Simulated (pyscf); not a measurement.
This saddle point was located with ωB97X-D3(BJ)/def2-SVP in PySCF.

```
Ga
H 1 1.6528
H 2 1.1916 1 71.30
Si 2 1.9421 3 161.30 1 -1.56
H 4 1.4889 2 122.04 3 70.29
H 4 1.4890 5 111.50 2 147.29
H 4 1.4941 5 108.66 6 119.81
As 1 2.2256 3 136.75 2 -179.74
H 8 1.5275 1 87.61 3 179.63
```
Charge 0, spin multiplicity 1.

Surface: singlet, charge 0. Lowest wavenumbers (cm⁻¹): 1504i, 42, 71, 166, 264.

**Question.** Name the species on either side of this saddle.

**Answer.** HGa=AsH (SMILES [GaH]=[AsH]) + SiH₄ (SMILES [SiH4]) ⇌ H₃Si–Ga=AsH (SMILES [SiH3][Ga]=[AsH]) + H₂ (SMILES [H][H]), a four-centre exchange read from left to right: Ga–H, H–Si broken and Ga–Si, H–H formed. At ωB97M-D3(BJ)/def2-TZVP it lies +1.82 eV from the left side and +1.82 eV from the right (each side as separated species at their lowest minima found). On the reactant side the descent ends in a complex, 0.20 eV under the separated species and 1.91 eV under the saddle at ωB97X-D3(BJ)/def2-TZVP. At the saddle there is also a short Ga–H contact that neither side keeps. At ωB97X-D3(BJ)/def2-TZVP the barrier from the zero used here is 1.70 eV. The same reactants have a lower exit, to H₃Si–AsH–GaH₂ (barrier +0.56 eV at ωB97M-D3(BJ)/def2-TZVP, against +1.82 eV here). HGa=AsH lies 0.53 eV over its isomer Ga–AsH₂ [singlet] (electronic energy, ωB97M-D3(BJ)/def2-TZVP). H₃Si–Ga=AsH lies 0.76 eV over its isomer H₃Si–AsH–Ga [singlet] (electronic energy, ωB97M-D3(BJ)/def2-TZVP). One saddle was located; it need not be the lowest between these sides. Elements up to Kr have no core potential and no relativistic terms here.
